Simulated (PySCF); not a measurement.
**EPR parameters of C5H10N**

Species: C5H10N (doublet state).
Z-matrix (Å and degrees, GFN2-xTB geometry), rows numbered from 1:
```
C 
C   1  1.3657
C   2  1.3917  1  128.16
C   3  1.4922  2  124.16  1    -0.76
N   3  1.3856  2  118.56  1  -176.79
C   5  1.4406  3  122.75  2  -158.22
H   1  1.0740  2  120.47  3  -179.62
H   1  1.0742  2  123.00  3     0.03
H   2  1.0860  1  116.52  3   179.79
H   4  1.0919  3  111.18  2   117.55
H   4  1.0841  3  110.26  2    -2.64
H   4  1.0914  3  110.71  2  -122.51
H   5  1.0107  3  113.52  2   -13.94
H   6  1.0889  5  109.90  3   -55.80
H   6  1.0986  5  112.89  3    65.32
H   6  1.0891  5  108.73  3  -174.29
```

The hyperfine couplings belong to this conformer and change with its torsions.

Identity: `C=C[C](C)NC` [radical].

Theory: UKS B3LYP, pcH-1 on C H N, non-relativistic, mean-field spin-orbit, GIAO (PySCF). The structure is a single GFN2-xTB conformer in the gas phase; no vibrational or solvent corrections. Couplings are sensitive to structure, and on GFN2-xTB geometries they can be far from those on DFT ones. The frame is twisted about the C3–N5 bond at this geometry (dihedral C2–C3–N5–H13 = -14°); couplings at other torsion angles weren't computed. Stability of the SCF solution: not tested.

```
g1, g2, g3                      : 2.00214, 2.00277, 2.00332
g_iso                           : 2.00274
Form of g                       : rhombic: the two nearest values differ by 46 % of g3 − g1
⟨S²⟩                            : 0.7681 (exact 0.7500)
α and β electrons               : 24, 23
HOMO–LUMO gap, α and β orbitals : 4.68, 5.34 eV
Total energy                    : -251.27185 Eh
Basis functions                 : 250
```

Isotropic coupling and dipolar principal values T1 to T3, in MHz; ρ(0) is the spin density at the nucleus:

```
atom  isotope  a_iso     T1     T2    T3  Mulliken spin population  ρ(0) (bohr⁻³)
  C1      13C   46.7  -45.0  -43.3  88.3                      0.60         0.0415
  C2      13C  -40.1  -18.9    6.6  12.4                     -0.20        -0.0357
  C3      13C   42.8  -44.1  -43.2  87.3                      0.50         0.0380
  C4      13C  -17.5   -0.7   -0.5   1.2                     -0.04        -0.0156
  N5      14N   14.1   -9.4   -9.0  18.4                      0.13         0.0436
  C6      13C    5.8   -1.7   -0.9   2.6                     -0.01         0.0051
  H7       1H  -36.6  -22.2    0.2  22.0                     -0.03        -0.0082
  H8       1H  -34.8  -19.4   -0.7  20.1                     -0.02        -0.0078
  H9       1H    7.6   -5.0   -0.7   5.7                      0.01         0.0017
 H10       1H   46.9   -3.0   -2.3   5.3                      0.02         0.0105
 H11       1H    1.5   -3.3   -1.5   4.8                      0.00         0.0003
 H12       1H   45.8   -3.1   -2.1   5.2                      0.02         0.0102
 H13       1H   -5.0   -9.5   -4.7  14.2                      0.00        -0.0011
 H14       1H    9.5   -2.4   -2.0   4.5                      0.00         0.0021
 H15       1H   31.2   -2.3   -1.7   3.9                      0.02         0.0070
 H16       1H    0.3   -2.5   -1.9   4.4                      0.00         0.0001
```

Largest spin populations (Mulliken): C1 (+0.60), C3 (+0.50), C2 (-0.20) and N5 (+0.13). The angles at C1 add up to 360.0°, so it is planar.

The SMILES `C=C[C](C)NC` draws the unpaired electron on C3, whose computed spin population is only +0.50.

Axes: g2 points within 4° of the C3–N5 bond.

Under fast tumbling the dipolar parts average out, and these isotropic splittings remain (the largest six): 1 × 1H (H7, I = 1/2, 2 lines) with 1.31 mT, 1 × 1H (H8, I = 1/2, 2 lines) with 1.24 mT, 3 × 1H (H10/H11/H12, I = 1/2, 4 lines) with 1.12 mT, 1 × 14N (N5, I = 1, 3 lines) with 0.50 mT, 3 × 1H (H14/H15/H16, I = 1/2, 4 lines) with 0.49 mT and 1 × 1H (H9, I = 1/2, 2 lines) with 0.27 mT.

Nuclei that the bonding pattern makes equivalent are averaged, as if the motion that swaps them (rotation, inversion, ring flip) were fast. The three 1H nuclei of mean +31.4 MHz run from 1.5 to 46.9 MHz in the frozen geometry. The three 1H nuclei of mean +13.7 MHz run from 0.3 to 31.2 MHz in the frozen geometry.

The 13C coupling of C1 (46.7 MHz) shows only in satellite lines or after enrichment, since that isotope makes up about 1.07 % of natural carbon.

The spin density at the nucleus, in bohr⁻³, is negative for C2 (-0.0357), C4 (-0.0156) and H7 (-0.0082), for instance. A restricted open-shell determinant has no negative spin density anywhere; here it arises because α and β orbitals differ (spin polarisation).
